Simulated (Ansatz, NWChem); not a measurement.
## Heat of formation of C2H6S (ethanethiol) from total energies

C2H6S has 9 atoms, charge 0, and is taken as a singlet. As SMILES, `CCS`. The coordinates come from a PBE0-D4/def2-TZVP relaxation. This is one conformer, not always the lowest.

Total energies at CCSD(T)/def2-SVPD, 7 core orbitals frozen (NWChem 7.3.0); the atoms run unrestricted:

| species | state | energy (Eh) |
| --- | --- | --- |
| C2H6S | singlet | -477.098991 |
| C | triplet | -37.721976 |
| S | triplet | -397.483027 |
| H | doublet | -0.499278 |

Harmonic wavenumbers at PBE0-D4/def2-TZVP, in cm⁻¹: 210, 258, 330, 678, 738, 875, 997, 1074, 1124, 1279, 1304, 1404, 1469, 1481, 1489, 2705, 3046, 3072, 3110, 3120, 3141.

Measured heats of formation of the gaseous atoms at 298.15 K, in kJ/mol: C 716.9, S 277.0, H 218.0. Spin-orbit lowering of the atoms at 298 K (mean of the ground term's levels less their thermal mean, from spectra), in kJ/mol: C 0.02, S 1.88. Take 1 Eh = 2625.50 kJ/mol, 1 cm⁻¹ = 0.0119627 kJ/mol, RT = 2.479 kJ/mol.

Question: What heat of formation follows?

Answer: 
1. Electronic atomisation energy: 2 × (-37.721976) + (-397.483027) + 6 × (-0.499278) − (-477.098991) = 1.176344 Eh = 3088.5 kJ/mol.
2. Zero-point energy: half the sum of the wavenumbers, 16452 cm⁻¹ = 196.8 kJ/mol.
3. Thermal vibrational enthalpy, Σ hcν̃/(exp(hcν̃/kT) − 1): 4.8 kJ/mol. Translation, rotation and pV of a non-linear molecule: 4 RT = 9.9 kJ/mol.
4. The 9 free atoms carry 5/2 RT each: 55.8 kJ/mol.
5. Spin-orbit coupling lowers the free atoms by 2 × 0.02 + 1.88 = 1.9 kJ/mol.
6. Atomisation enthalpy at 298 K: 3088.5 − 1.9 − 196.8 − 4.8 − 9.9 + 55.8 = 2930.9 kJ/mol.
7. Sum of the atoms' heats of formation: 3018.8 kJ/mol. Heat of formation: 3018.8 − 2930.9 = +87.9 kJ/mol.

The tabulated value is -46.1 kJ/mol (CRC Handbook of Chemistry and Physics), so this level is off by +134.0 kJ/mol, or 4.4 % of the atomisation enthalpy that the table implies (3064.8 kJ/mol). Coupled cluster needs large bases for atomisation: in a finite one the molecule is underbound. A double-zeta basis underbinds. Anharmonicity and any spin-orbit splitting of the molecule are left out, and cores are frozen in the wave-function part.
